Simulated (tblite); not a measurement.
# BrF3H4: the cost of one run

Computed with tblite 0.8.0 and PySCF 2.14.0; each step states its level. No surroundings beyond the atoms listed, unless a continuum is named. Atoms count from 0, parts from 1.

## 1. The system as given

8 atoms, charge 0, multiplicity 1; geometry: rigid parts in contact. Parts: 1 = atoms 0–1, `Br`, charge 0; 2 = atoms 2–3, `F`, charge 0; 3 = atoms 4–5, `F`, charge 0; 4 = atoms 6–7, `F`, charge 0.

## 2. Search for minima with GFN2-xTB

Job settings and geometry (Å):

```
{"job": {"kind": "dock", "xc": "GFN2-xTB", "basis": "xTB"}, "charge": 0, "multiplicity": 1, "parts": [{"atoms": "0-1", "charge": 0, "multiplicity": 1}, {"atoms": "2-3", "charge": 0, "multiplicity": 1}, {"atoms": "4-5", "charge": 0, "multiplicity": 1}, {"atoms": "6-7", "charge": 0, "multiplicity": 1}]}
Br     0.367528     0.399067    -0.471557
H     -0.263252    -0.403753     0.492272
F     -1.394459    -2.431922     0.181526
H     -0.908692    -2.654904    -0.597103
F     -0.916239    -2.473651    -2.364716
H     -1.683096    -2.064646    -2.825824
F     -3.342718    -1.720665    -1.721154
H     -3.533940    -1.858173    -0.780754
```

Level: GFN2-xTB search for minima from random contacts, gas phase.

Started as:

```bash
$ OMP_NUM_THREADS=1 python cluster_run.py task.json out
```

The driver reads the jobs from task.json and runs them one after another.

**Question.** How long does this first job take on 1 thread of Arm Neoverse V2, shared host?

About 6.1 s.
